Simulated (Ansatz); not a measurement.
# CH3BF radical: small, medium and large basis sets

How large a basis does CH3BF radical need? Two functionals are run in growing sets.

Program: Ansatz 0.2.0, Gaussian basis. Level of theory: one geometry, several basis sets. These are calculated values, not measurements.

Plan: PBE0-D4/def2-SVP; ωB97M-V/def2-SVP; PBE0-D4/def2-QZVPP; ωB97M-V/def2-QZVPP; the functionals' def2-TZVPP values are taken from earlier runs.

**1. The relaxed structure**

The geometry comes from an earlier relaxation with PBE0-D4 in a triple-zeta def2 set; it is a stationary point.

SMILES `C[B]F`, 6 atoms, charge 0, spin multiplicity 2.

Atoms are counted from 1 here; the program's logs count them from 0.

Bond lengths: C1–B2 1.554 Å, C1–H4 1.094 Å, C1–H5 1.095 Å, C1–H6 1.094 Å, B2–F3 1.311 Å. Angles: B2–C1–H4 109.5°, B2–C1–H5 112.9°, B2–C1–H6 109.7°, H4–C1–H5 109.3°, H4–C1–H6 105.8°, H5–C1–H6 109.3°, C1–B2–F3 123.9°.

**2. PBE0-D4 in def2-SVP**

Input file in.yaml:

```yaml
crystal:
  periodic: [false, false, false]
  atoms:
    - {symbol: C, position_ang: [-0.303714, 0.310532, -0.173713]}
    - {symbol: B, position_ang: [0.287431, -1.067617, 0.235502]}
    - {symbol: F, position_ang: [1.486629, -1.228918, 0.739312]}
    - {symbol: H, position_ang: [-1.223512, 0.495667, 0.389486]}
    - {symbol: H, position_ang: [0.393162, 1.138567, -0.009576]}
    - {symbol: H, position_ang: [-0.597895, 0.287867, -1.227211]}
basis:
  gaussian: {orbitals: def2-SVP}
magnetization: {spin_polarized: true, initial_magnetization: 1}
hamiltonian: {xc: pbe0, dispersion: d4}
output: {orbitals: {seedname: orbitals}}
```

The runs that follow: ωB97M-V in def2-SVP; PBE0-D4 in def2-QZVPP; ωB97M-V in def2-QZVPP.

Before running them: what should the planned runs give, taken together? Wanted: PBE0-D4: double and triple zeta above quadruple; ωB97M-V: double and triple zeta above quadruple.

**Answer**, as computed:

| quantity | value |
| --- | --- |
| PBE0-D4: double and triple zeta above quadruple | 5.53, 0.25 eV |
| ωB97M-V: double and triple zeta above quadruple | 5.70, 0.24 eV |

What this shows: PBE0-D4 gains 5.28 eV from double to triple zeta, then 0.25 eV more. Total energies overstate the basis error of differences, where much of it tends to cancel.
